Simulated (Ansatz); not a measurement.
Born–Oppenheimer molecular dynamics of CH6OSi (9 atoms, charge 0, multiplicity 1). It starts at the highest image of a converged band. Of that band: The profile has 2 maxima (images 1, 3) with wells between them (image 2): this band takes more than one step, which may be the mechanism or a detour left from its start path. Neighbouring images differ by up to 2.9 eV, so the band resolves the path poorly. A vibrational analysis at the climbing image gives one clearly imaginary mode, 1134i cm⁻¹: a first-order saddle point.

All numbers below come from RKS PBE-D4/def2-SVP (Ansatz).

```yaml
ensemble: NVE (velocity Verlet)
time_step: 0.5 fs
steps_asked: 200
starting_velocities_drawn_for: 100 K
seed: 6377
```

First frame:

```xyz
9
Properties=species:S:1:pos:R:3
Si 0.192 -0.193 -0.532
C 0.882 -0.083 1.650
H 0.709 -1.059 2.139
H 1.889 0.310 1.891
H 0.124 0.667 1.954
H 1.520 -0.356 0.194
O -0.324 1.400 -0.753
H -1.032 1.699 -0.153
H -0.909 -1.066 0.017
```

Question: How far do the bonds stretch over the last three quarters of this one trajectory? (Pairs bonded in most of those frames.)

Answer: 
```csv
bond,mean (Å),spread (Å),shortest,longest
Si1–O7,1.700,0.017,1.67,1.73
Si1–H9,1.580,0.038,1.51,1.64
C2–H3,1.109,0.019,1.07,1.16
C2–H4,1.110,0.027,1.05,1.17
C2–H5,1.109,0.016,1.08,1.15
C2–H6,1.139,0.095,0.99,1.30
O7–H8,0.979,0.010,0.96,1.00
```

Mean temperature of the second half: 1099 K. The conserved energy stayed within 0.48 meV per atom of its start (net change 0.056 meV per atom), so the integration is sound. The kinetic energy rose, since the run started high on the potential surface and went downhill. It ends in pieces (CH4 + H2OSi), so much of that is their flight and rotation, not heat. A run of 0.1 ps of so small a system gives no equilibrium averages. The orbitals stay closed-shell, which can raise the energy where a bond breaks towards radicals; this wasn't checked here.

The run took 5.7 min on 1 thread of Arm Neoverse V1 (shared host), peak memory 0.14 GiB.
